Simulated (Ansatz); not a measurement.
Chalcopyrite ZnSiAs2 (cell taken from a computed entry) was calculated with HSE06 in Ansatz (PAW).

Settings: plane-wave cutoff 460 eV, 6×6×6 k mesh, Fermi–Dirac smearing 0.01 eV, scalar-relativistic PAW data made under PBE.

Cell (relaxed with PBEsol):

```cif
data_As4Si2Zn2
_chemical_formula_sum 'Zn2 Si2 As4'
_space_group_name_H-M_alt 'P 1'
_space_group_IT_number 1
_cell_length_a 6.73659
_cell_length_b 6.73659
_cell_length_c 6.73659
_cell_angle_alpha 131.012
_cell_angle_beta 131.012
_cell_angle_gamma 71.793
loop_
_space_group_symop_operation_xyz
  'x, y, z'
loop_
_atom_site_label
_atom_site_type_symbol
_atom_site_fract_x
_atom_site_fract_y
_atom_site_fract_z
_atom_site_occupancy
Zn1 Zn 0.00000 0.00000 0.00000 1
Zn2 Zn 0.75000 0.25000 0.50000 1
Si1 Si 0.50000 0.50000 0.00000 1
Si2 Si 0.25000 0.75000 0.50000 1
As1 As 0.87500 0.86436 0.48936 1
As2 As 0.13564 0.62500 0.01064 1
As3 As 0.37500 0.38564 0.51064 1
As4 As 0.61436 0.12500 0.98936 1
```

**Question.** Predict the band gap.

**Answer.** 
* **band gap**: 1.75 eV (on the SCF k mesh) (direct)

Measured, for comparison: band gap 1.74 eV (temperature not stated, not corrected to a static lattice, pseudodirect, our sources range from 1.60 to 1.74; as tabulated in Rashkeev et al. (1999), arXiv:cond-mat/9809378).

Note: cell and atoms aren't relaxed at this level (pressure 1.3 GPa).

Spin–orbit coupling is not included.

Ansatz is a quantum-chemistry and plane-wave program.
